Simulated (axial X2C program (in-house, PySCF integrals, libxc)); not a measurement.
Outer orbitals of NH at 1.039 Å, HF

All values were computed with an axial X2C code built on PySCF integrals. Spin-free means the one-electron spin-free X2C Hamiltonian; two-component (2c) means X2C with spin–orbit coupling and atomic mean-field two-electron Coulomb and Gaunt terms, so the difference of the two also holds small scalar two-electron terms. Basis: N dyall-av3z [7s7p3d2f], H dyall-v3z [6s2p1d] (cores contracted in-house); Gaussian nuclei, density fitting, unrestricted open shells. Masses: N 14.003 u, H 1.008 u.

The distance is close to the 2c PBE0 minimum; the highest filled and lowest empty levels are listed.

Spin-free orbitals, state M_S = 1, Λ = 0 (beyond evenly filled blocks: π+α, π-α) (Löwdin shares):

| symmetry | occupied | ε (eV) | atomic character |
| --- | --- | --- | --- |
| σα | yes | -31.93 | 65% N s, 22% H s, 10% H p |
| σβ | yes | -25.07 | 54% N s, 32% H s, 7% H p |
| σα | yes | -15.95 | 72% N p, 17% H s, 9% N s |
| π-α | yes | -14.88 | 91% N p, 6% H p, 2% H d |
| π+α | yes | -14.88 | 91% N p, 6% H p, 2% H d |
| σβ | yes | -13.82 | 67% N p, 17% N s, 12% H s |
| π-β | no | 1.56 | 97% N p, 2% H p |
| π+β | no | 1.56 | 97% N p, 2% H p |
| σα | no | 1.87 | 72% N p, 17% N s, 9% H s |
| σβ | no | 1.96 | 82% N p, 11% N s, 5% H s |

Spinors with spin–orbit coupling (state Ω = 1):

| ω | occupied | ε (eV) | atomic character | λ mixture |
| --- | --- | --- | --- | --- |
| 1/2 | yes | -31.93 | 65% N s, 22% H s, 10% H p | 100% σ |
| -1/2 | yes | -25.07 | 54% N s, 32% H s, 7% H p | 100% σ |
| 1/2 | yes | -15.95 | 72% N p, 17% H s, 9% N s | 100% σ |
| -1/2 | yes | -14.89 | 91% N p, 6% H p, 2% H d | 100% π |
| 3/2 | yes | -14.87 | 91% N p, 6% H p, 2% H d | 100% π |
| -1/2 | yes | -13.82 | 67% N p, 17% N s, 12% H s | 100% σ |
| 1/2 | no | 1.56 | 97% N p, 2% H p | 100% π |
| -3/2 | no | 1.56 | 97% N p, 2% H p | 100% π |
| 1/2 | no | 1.87 | 72% N p, 18% N s, 9% H s | 100% σ |
| -1/2 | no | 1.96 | 82% N p, 11% N s, 5% H s | 100% σ |

Mulliken charges and populations of the two-component result (they depend on the basis, above all on diffuse functions):

N -0.15 e (s 3.84 p 3.28 d 0.02), H 0.15 e (s 0.79 p 0.05 d 0.01). ⟨Lz⟩ = 0.00 ħ and ⟨Sz⟩ = 1.00 ħ (1.04 and -0.04 on the two atoms), which add up to Ω.

Occupations by symmetry block were frozen at the best pattern of an incomplete PBE0 search. With several unpaired electrons one determinant need not be a pure state. Open-shell Ω = 0 determinants with evenly filled partner blocks cannot be reached by this program, so the Ω shown need not be the lowest component. This is the Ω = 1 component of a π² triplet; the 0⁺ component is not one determinant and can lie lowest.
